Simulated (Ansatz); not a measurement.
The first iterations of a band of BClH$_{5}$N (8 atoms, charge 0, multiplicity 1).

Computed with Ansatz 0.2.0, RHF/def2-mTZVP.

```json
{
 "movable images": "5",
 "climbing image": "yes",
 "spring": "5.0 eV/Å²",
 "optimiser": "quadratic models (default)",
 "start path": "through a guess of the saddle point",
 "force threshold": "0.05 eV/Å",
 "iteration limit": "60",
 "end points": "relaxed"
}
```

Initial state:

```xyz
8
Properties=species:S:1:pos:R:3
B -0.003 -0.205 0.235
Cl 0.224 0.810 1.815
H 0.917 -0.065 -0.511
H -1.089 -0.052 -0.230
N 0.060 -1.753 0.770
H -0.058 -2.406 0.015
H 0.942 -1.938 1.213
H -0.661 -1.920 1.448
```

Final state:

```xyz
8
Properties=species:S:1:pos:R:3
B 0.089 -0.657 -0.652
Cl -0.379 -0.071 3.609
H 1.051 -0.031 -0.955
H -0.976 -0.429 -1.123
N 0.208 -1.668 0.299
H -0.539 -2.285 0.528
H 1.087 -1.966 0.662
H -0.209 -0.422 2.386
```

| iteration | highest image above the first end (eV) | largest band force component (eV/Å) |
| --- | --- | --- |
| 1 | 6.537 | 6.239 |
| 2 | 3.649 | 3.650 |
| 3 | 2.297 | 3.873 |
| 4 | 1.914 | 1.078 |

Question: Does the band converge within its limit, and where does its top end?

Answer: It converged. It ended after 13 iterations with the highest image 1.434 eV above the first end. A vibrational analysis at the climbing image gives one clearly imaginary mode, 186i cm⁻¹: a first-order saddle point. The orbitals stay closed-shell, which can raise the energy where a bond breaks towards radicals; this wasn't checked here.

The run took 53 s on 1 thread of Arm Neoverse V2, with other jobs on the host, peak memory 0.14 GiB.
